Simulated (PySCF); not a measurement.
# Atomic charges against the basis set

C5H6S.
Bonds: C1–C2, C2–C3 (aromatic), C3–C4 (aromatic), C4–C5 (aromatic), C5–S6 (aromatic), C2–S6 (aromatic). Hydrogens: H7, H8, H9 on C1; H10 on C3; H11 on C4; H12 on C5.

PBE0 throughout (PySCF), one geometry, spherical d and f functions. Isolated species at its PBE0-D3(BJ)/def2-SVP geometry, gas phase. Atoms taken as equivalent share a column and are averaged. The first 7 of 10 kinds of atom are listed.

Mulliken charges (e):

```json
{"basis": "pcSseg-0", "functions": "70", "C1": "-0.607", "C2": "-0.517", "C3": "-0.131", "C4": "-0.194", "C5": "-0.574", "S6": "+0.499", "H7/H8/H9": "+0.253"}
{"basis": "cc-pVDZ", "functions": "118", "C1": "+0.004", "C2": "-0.288", "C3": "+0.025", "C4": "+0.029", "C5": "-0.155", "S6": "+0.144", "H7/H8/H9": "+0.063"}
{"basis": "pcSseg-1", "functions": "139", "C1": "-0.137", "C2": "-0.493", "C3": "-0.014", "C4": "-0.064", "C5": "-0.281", "S6": "+0.269", "H7/H8/H9": "+0.134"}
{"basis": "aug-cc-pVDZ", "functions": "196", "C1": "+0.260", "C2": "-0.191", "C3": "+1.053", "C4": "+0.310", "C5": "-0.008", "S6": "+0.258", "H7/H8/H9": "-0.062"}
{"basis": "cc-pVTZ", "functions": "268", "C1": "-0.287", "C2": "+0.003", "C3": "-0.163", "C4": "-0.147", "C5": "-0.170", "S6": "+0.063", "H7/H8/H9": "+0.110"}
{"basis": "IGLO-III", "functions": "279", "C1": "-0.441", "C2": "+0.014", "C3": "-0.146", "C4": "-0.115", "C5": "-0.259", "S6": "+0.307", "H7/H8/H9": "+0.130"}
{"basis": "pcSseg-2", "functions": "307", "C1": "-0.046", "C2": "+0.005", "C3": "-0.135", "C4": "-0.057", "C5": "-0.111", "S6": "+0.081", "H7/H8/H9": "+0.046"}
```

IAO charges (e):

```
      basis  functions      C1      C2      C3      C4      C5      S6  H7/H8/H9
   pcSseg-0         70  -0.424  -0.141  -0.191  -0.181  -0.310  +0.277    +0.159
    cc-pVDZ        118  -0.420  -0.133  -0.196  -0.180  -0.320  +0.312    +0.154
   pcSseg-1        139  -0.418  -0.142  -0.197  -0.182  -0.325  +0.318    +0.154
aug-cc-pVDZ        196  -0.430  -0.133  -0.203  -0.186  -0.326  +0.312    +0.158
    cc-pVTZ        268  -0.432  -0.139  -0.200  -0.184  -0.330  +0.323    +0.158
   IGLO-III        279  -0.433  -0.144  -0.202  -0.186  -0.337  +0.336    +0.159
   pcSseg-2        307  -0.432  -0.142  -0.201  -0.184  -0.334  +0.328    +0.158
```

Some averages cover members that differ in this geometry, most widely: H7/H8/H9, Mulliken in aug-cc-pVDZ -0.172 to +0.023 e.

Question: Which scheme is steadiest as the basis changes?

Answer: Largest range over the bases for any column: IAO 0.06 e, Mulliken 1.22 e. IAO charges move least and Mulliken charges most, counted in e.

Question: How much do the charges still move between the two largest bases, IGLO-III and pcSseg-2?

Answer: At most, over all atoms: Mulliken 0.395 e, IAO 0.008 e.

Question: What do the same runs give for the total energy, the frontier levels and the dipole moment?

Answer: 
```
      basis  energy (Eh)  HOMO (eV)  LUMO (eV)  μ (D)
   pcSseg-0    -591.0433      -6.77      -0.31   0.92
    cc-pVDZ    -591.9675      -6.40      -0.11   0.64
   pcSseg-1    -591.9088      -6.57      -0.32   0.69
aug-cc-pVDZ    -591.9784      -6.52      -0.39   0.72
    cc-pVTZ    -592.0355      -6.49      -0.27   0.67
   IGLO-III    -592.0372      -6.50      -0.28   0.62
   pcSseg-2    -592.0436      -6.54      -0.38   0.70
```

The dipole is fixed by the density alone, so its range of 0.30 D shows that the density itself changes with the basis, not only its division among atoms.
